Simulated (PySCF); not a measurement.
## Static response to an electric field

Species: PO2 (charge +1).
Geometry (GFN2-xTB, Å), atoms numbered from 1 in this order:
```xyz
3
PO2 angstrom
O     -1.366    0.394   -0.006
P      0.004    0.070   -0.004
O      1.374   -0.254   -0.002
```

Level: CAM-B3LYP/def2-SVPD (PySCF), static field, nuclei fixed, core orbitals frozen in the response. The polarisability tensor in these axes (au):

```
x   29.69 -3.22  0.02
y   -3.22 16.82 -0.01
z    0.02 -0.01 16.06
```

Problem. Diagonalise the tensor; give its mean and Δα, where Δα² is half the sum of the squared differences of the eigenvalues.

Solution. Principal values 16.06, 16.06 and 30.45 au; mean 20.86 au = 3.09 Å³ = 3.44 × 10⁻⁴⁰ C²·m²/J; Δα = 14.39 au (69 % of the mean).

Problem. What depolarisation ratio follows for Rayleigh scattering of linearly polarised light, taking the static tensor?

Solution. ρ = 3Δα²/(45ᾱ² + 4Δα²) = 621.3/(19580 + 828.4) = 0.0304.

Problem. Traceless (Buckingham) quadrupole moment about the centre of nuclear charge: eigenvalues?

Solution. -3.32, 1.66, 1.66 D·Å. The values depend on the origin, since the species is charged. The electronic extent ⟨r²⟩ about the same centre is 155 bohr², a root-mean-square distance of 1.20 Å for the 30 electrons.

Problem. Sum over states: ᾱ = Σ f/ω², ω in Eh. What share falls to these 8 lowest TDDFT singlets (eV, f)? 4.90, 0.0000; 4.90, 0.0000; 7.20, 0.0243; 7.32, 0.0555; 7.32, 0.0555; 7.58, 0.0000; 7.85, 0.0000; 7.85, 0.0000.

Solution. They add up to 1.88 au, 9.0 % of the 20.86 au; the largest single term is 0.77 au, from the state at 7.32 eV. Terms in order: 0.00, 0.00, 0.35, 0.77, 0.77, 0.00, 0.00, 0.00 au. Higher excitations give the rest. The strengths listed sum to 0.135.

Geometry: GFN2-xTB; no solvent, vibrations or thermal averaging.
